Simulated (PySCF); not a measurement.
**NaCl: energy against distance**

Set-up: Na 6-311G(d,p), Cl 6-311G(d,p); no relativity (PySCF 2.14). Energies in eV from Na + Cl in their ground configurations at the same level. State: ¹Σ⁺ (singlet), closed shell.

Curves on a restricted Hartree–Fock reference rise too fast on stretching and do not dissociate correctly.

| R (Å) | RHF-CCSD |
| --- | --- |
| 2.147 | -3.520 |
| 2.242 | -3.699 |
| 2.313 | -3.762 |
| 2.385 | -3.779 |
| 2.457 | -3.762 |
| 2.552 | -3.699 |
| 2.671 | -3.576 |
| 2.814 | -3.391 |

Question: Put a parabola through the three lowest points of the RHF-CCSD curve and estimate Re, k and ωe (reduced mass 13.87 u; 1 eV/Å² = 0.16022 mdyn/Å; ωe = 1302.8·√(k/μ) cm⁻¹).

Answer: Through R = 2.313, 2.385, 2.457 Å the second-order coefficient is 3.28 eV/Å², so Re ≈ 2.385 Å, k ≈ 1.05 mdyn/Å and ωe ≈ 359 cm⁻¹. A polynomial fit of higher order to the unrounded RHF-CCSD energies gives Re = 2.382 Å, k = 1.10 mdyn/Å, ωe = 367 cm⁻¹; anharmonicity and rounding make the difference.

The higher-order fit for each curve: RHF-CCSD: Re = 2.382 Å, ωe = 367 cm⁻¹, De = 3.78 eV.

Correlated steps freeze 6 core orbitals. Where the molecule has an RHF reference, its open-shell atoms are computed with UHF.
